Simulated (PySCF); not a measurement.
# Adding and removing an electron: LiS

PBE; basis Li def2-TZVP, S def2-TZVP; no relativity; PySCF 2.14. Neutral (UKS): doublet (π ↑), Re = 2.154 Å, ωe = 573 cm⁻¹, De = 3.14 eV, HOMO -4.39 eV, LUMO -4.02 eV.

LiS⁺ (UKS): triplet (π ↑↑), Re = 2.464 Å, ωe = 345 cm⁻¹, De = 0.84 eV to Li⁺ + S. The energies at the minima are -405.51560 hartree for LiS and -405.22601 for LiS⁺.

Q: Work out the adiabatic ionisation energy, without and with harmonic zero-point energies (1 hartree = 27.2114 eV, 1 eV = 8065.5 cm⁻¹), and the change of the bond length.

A: At PBE: 0.28959 hartree = 7.880 eV between the minima; the zero-point term (345.0 − 573.0)/2 cm⁻¹ = -0.014 eV makes it 7.866 eV. Re changes by +31.0 pm against the neutral. The electron leaves a π orbital; in so polar a molecule the change of length follows mostly from the change of the ionic charges.

For an ion De counts to the pair picked by the measured ionisation energies or electron affinities, which need not be the lowest pair at this level. States were picked by a PBE0 search and need not be the measured ground states.
